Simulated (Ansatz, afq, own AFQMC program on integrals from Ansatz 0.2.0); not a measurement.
**Where AFQMC and coupled cluster stand for SiNH3, singlet**

```yaml
atoms:
  - { symbol: Si, position_ang: [0.0000, -0.0811, 0.6246] }
  - { symbol: N, position_ang: [0.0000, 0.0494, -1.0775] }
  - { symbol: H, position_ang: [0.0000, 1.4343, 0.8505] }
  - { symbol: H, position_ang: [0.0000, 0.9052, -1.6101] }
  - { symbol: H, position_ang: [0.0000, -0.7657, -1.6709] }
```

Connectivity, by distances: SiH–NH2.

Basis cc-pVDZ. Only valence electrons are correlated. Integrals, coupled cluster, full CI and functionals: Ansatz 0.2.0; the random walks run on the same integrals in our own AFQMC program. The CISD trial takes its coefficients from CCSD amplitudes. Released means that phaseless walkers are propagated on without the constraint, phases kept. Free projection: walkers drawn from exp(T), propagated without any constraint. Its projection time is finite, and what remains of the start isn't in its error. Error bars are statistical, one sigma.

Determinant: RHF, the one that the program's search chose, which needn't be the lowest solution. The geometry is a point of a scan.

No full CI on the walks' own integrals is used here; CCSDT(Q) serves as the reference and is uncertain by about the last step of the cluster series.

- T1 diagnostic: 0.0175
- weight of the determinant in the CISD state: 0.871
- size of the correlated space: 12 electrons in 41 orbitals

Reference: CCSDT(Q), correlation energy -8.176 eV. The released energy is read at 2.40 1/Eh (meV from the phaseless value at times in 1/Eh: 2 ± 15 at 0.24, -20 ± 12 at 0.51, -16 ± 16 at 0.99, -21 ± 15 at 1.62, -19 ± 24 at 2.40).

```
         level  E − E(reference) (kJ/mol)  share of correlation (%)
            HF                      788.9                      0.00
           MP2                      103.5                     86.88
          CCSD                       25.2                     96.80
       CCSD(T)                        3.9                     99.50
         CCSDT                        1.9                     99.75
   ph-AFQMC/HF                  4.5 ± 6.4                     99.43
 ph-AFQMC/CISD                  2.3 ± 2.0                     99.71
released AFQMC                  0.5 ± 2.3                     99.93
    free AFQMC                  0.8 ± 2.2                     99.90
```

Free projections are given only where their last times agree within the noise and don't stop above the reference; a slow remainder of the start can still hide under it. A walk keeps the symmetry of its determinant, which the program's search chose and which needn't be the lowest solution, so a lower state of the same spin and another symmetry isn't excluded. Released energies are given only where the last usable release times agree within the noise; a slower fall can still hide under it.
